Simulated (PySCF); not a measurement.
# C4H7NO (ethoxyacetonitrile): the cost of one run

Programs: PySCF 2.14.0, with density-fitted response routines of our own. Each step states its level of theory. These are calculated values for one molecule in the gas phase, unless marked as measured. Atoms are numbered from 0 throughout.

## 1. The molecule as given

13 atoms, charge 0, multiplicity 1; geometry from: GFN2-xTB.

Bonds of the start (Å): C0–C1 1.53, C1–O2 1.42, O2–C3 1.41, C3–C4 1.45, C4–N5 1.14, C0–H6 1.09, C0–H7 1.09, C0–H8 1.09, C1–H9 1.09, C1–H10 1.10, C3–H11 1.10, C3–H12 1.10.

## 2. Excited states and response: PBE0/def2-SVPD

The job: settings as JSON, then the geometry in Å.

```
{"job": {"kind": "uv", "xc": "PBE0", "basis": "def2-SVPD", "nstates": 8, "ntriplets": 3}, "charge": 0, "multiplicity": 1}
C      1.633130    -0.157681    -0.309095
C      0.617841     0.689407     0.453838
O     -0.410374    -0.063104     1.072987
C     -1.324969    -0.679991     0.197207
C     -2.031528     0.256988    -0.659650
N     -2.560669     1.007292    -1.340186
H      2.477645     0.465174    -0.589131
H      1.988976    -0.970507     0.320164
H      1.202545    -0.573193    -1.217819
H      1.108101     1.195320     1.288908
H      0.184111     1.448376    -0.212057
H     -2.053085    -1.187572     0.839876
H     -0.836112    -1.430022    -0.446515
```

Method: TDDFT PBE0/def2-SVPD, vertical, gas phase, core orbitals frozen in the response.

Run with:

```sh
$ OMP_NUM_THREADS=1 python probes_run.py task.json out
```

This one command runs all jobs of the session in turn.

Q: Estimate the wall time and peak memory of this first job on 1 thread of Arm Neoverse V1, shared host.

About 21 s, with a peak of 0.71 GiB.
